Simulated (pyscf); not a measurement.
Thermochemistry of product channels of H₃C–Ga(CH₃)–NH₂ on the singlet surface, in kcal/mol, from ωB97M-D3(BJ)/def2-TZVP energies (ideal gas, 1 atm, RRHO with modes under 100 cm⁻¹ raised to 100, one conformer, R ln 2 for chiral ones without a mode under 150 cm⁻¹). Structures and frequencies: ωB97X-D3(BJ)/def2-SVP in PySCF.

| products | ΔE | ΔH(298 K) | ΔG(600 K) | ΔG(1200 K) |
|---|---|---|---|---|
| H₃C–CH₂–GaH–NH₂ | +10.4 | +10.0 | +11.8 | ___ |
| methane (CH₄) + H₃C–Ga=NH | +51.5 | +49.8 | +30.9 | +13.8 |

Task: Complete the blanks.

Result: 
- H₃C–CH₂–GaH–NH₂, ΔG(1200 K): +14.2

These are energies of the channels, which say nothing of barriers. Elements up to Kr have no core potential and no relativistic terms here.
